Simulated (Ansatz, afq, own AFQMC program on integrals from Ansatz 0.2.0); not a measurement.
## AlNH2, singlet: AFQMC among the cluster methods

```yaml
atoms:
  - { symbol: Al, position_ang: [0.0000, 0.0000, 0.6968] }
  - { symbol: N, position_ang: [0.0000, 0.0000, -1.0992] }
  - { symbol: H, position_ang: [0.0000, 0.8223, -1.6887] }
  - { symbol: H, position_ang: [0.0000, -0.8223, -1.6887] }
```

Connectivity, by distances: Al–NH2.

Basis cc-pVTZ. Noble-gas cores (and the filled d shells of Ga–Kr and In–Xe) are frozen. Integrals, coupled cluster, full CI and functionals: Ansatz 0.2.0; the random walks run on the same integrals in our own AFQMC program. The CISD trial takes its coefficients from CCSD amplitudes. Released means that phaseless walkers are propagated on without the constraint, phases kept. Free AFQMC starts from the CCSD state and is never constrained. Its projection time is finite, and what remains of the start isn't in its error. ± is one standard error of the sampling.

Determinant: RHF, the one that the program's search chose, which needn't be the lowest solution. The geometry is a PBE0/def2-TZVP stationary point of this or a neighbouring charge and spin state.

No full CI on the walks' own integrals is used here; CCSDT(Q) serves as the reference and is uncertain by about the last step of the cluster series.

* T1 diagnostic: 0.0139
* weight of the determinant in the CISD state: 0.872
* size of the correlated space: 10 electrons in 86 orbitals

```
  level  correlation energy (eV)
    MP2                  -7.5455
   CCSD                  -8.0560
CCSD(T)                  -8.3612
```

Question: Estimate where phaseless AFQMC with the Hartree–Fock trial lies against CCSD(T) on the same integrals.

Answer: 7.8 ± 2.5 kJ/mol below CCSD(T).

Reference: CCSDT(Q), correlation energy -8.389 eV. The released energy is read at 1.62 1/Eh, later times being too noisy (meV from the phaseless value at times in 1/Eh: 3 ± 5 at 0.24, -8 ± 5 at 0.51, -13 ± 6 at 0.99, 4 ± 7 at 1.62, -11 ± 11 at 2.40).

| level | E − E(reference) (kJ/mol) | share of correlation (%) |
| --- | --- | --- |
| CCSD(T) | 2.7 | 99.67 |
| CCSDT | 1.7 | 99.79 |
| ph-AFQMC/HF | -5.1 ± 2.5 | 100.63 |
| ph-AFQMC/CISD | 0.5 ± 0.5 | 99.93 |
| released AFQMC | 0.9 ± 0.6 | 99.89 |
| free AFQMC | 1.3 ± 0.9 | 99.84 |

Free projections are given only where their last times agree within the noise and don't stop above the reference; a slow remainder of the start can still hide under it. A walk keeps the symmetry of its determinant, which the program's search chose and which needn't be the lowest solution, so a lower state of the same spin and another symmetry isn't excluded. Released energies are given only where the last usable release times agree within the noise; a slower fall can still hide under it.
